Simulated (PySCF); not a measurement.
# Which functional comes closest?

Molecule: SMILES O=C1C=CC(=O)C=C1, C₆H₄O₂.

Molfile (atoms numbered from 1):
```
C6H4O2
     RDKit          3D

 12 12  0  0  0  0  0  0  0  0999 V2000
   -0.7829   -2.5523   -0.0036 O   0  0  0  0  0  0  0  0  0  0  0  0
   -0.4202   -1.3936   -0.0063 C   0  0  0  0  0  0  0  0  0  0  0  0
    1.0189   -1.0337   -0.0103 C   0  0  0  0  0  0  0  0  0  0  0  0
    1.4216    0.2466   -0.0173 C   0  0  0  0  0  0  0  0  0  0  0  0
    0.4471    1.3650   -0.0170 C   0  0  0  0  0  0  0  0  0  0  0  0
    0.8137    2.5225   -0.0180 O   0  0  0  0  0  0  0  0  0  0  0  0
   -0.9922    1.0053   -0.0141 C   0  0  0  0  0  0  0  0  0  0  0  0
   -1.3948   -0.2751   -0.0072 C   0  0  0  0  0  0  0  0  0  0  0  0
    1.7188   -1.8730   -0.0091 H   0  0  0  0  0  0  0  0  0  0  0  0
    2.4756    0.5350   -0.0215 H   0  0  0  0  0  0  0  0  0  0  0  0
   -1.6918    1.8448   -0.0160 H   0  0  0  0  0  0  0  0  0  0  0  0
   -2.4487   -0.5640   -0.0036 H   0  0  0  0  0  0  0  0  0  0  0  0
  1  2  2  0
  2  3  1  0
  3  4  2  0
  4  5  1  0
  5  6  2  0
  5  7  1  0
  7  8  2  0
  8  2  1  0
  3  9  1  0
  4 10  1  0
  7 11  1  0
  8 12  1  0
M  END
```

Geometry PBE0-D3(BJ)/def2-SVP throughout; GIAO in PySCF, gas phase, one conformer, non-relativistic; equivalent atoms averaged; basis pcSseg-1.

Reference values (measured; toluene; Olsson, Cremer, J. Phys. Chem. 1996, 100, 16881): δ(O1/O6) = 671.2 ppm vs H2O (gas). Computed shifts are taken against H2O, calculated as an isolated molecule at each level.

**Question.** How do the functionals LDA, OPBE, KT3, B97-D, B3LYP, PBE0, mPW1PW91, BHandHLYP, CAM-B3LYP perform against the reference? Times are CPU seconds on 1 thread of an x86-64 server CPU, shared host; the GGAs took longer than the global hybrids here, which isn't the general rule, and the cause wasn't traced.

**Answer.** 
```tsv
functional	kind	O1/O6	abs. error O	core-s
LDA	LDA	848.8	177.6	18
OPBE	GGA	770.6	99.4	28
KT3	GGA	712.4	41.2	30
B97-D	GGA	758.3	87.1	29
B3LYP	global hybrid	773.6	102.4	21
PBE0	global hybrid	770.7	99.5	10
mPW1PW91	global hybrid	767.5	96.3	16
BHandHLYP	global hybrid	748.8	77.6	16
CAM-B3LYP	range-separated hybrid	757.3	86.1	25
```

For 17O the closest is KT3 (41.2 ppm) and the furthest LDA (177.6 ppm). One molecule is a small sample, and vibrational and solvent effects are absent from the calculation.
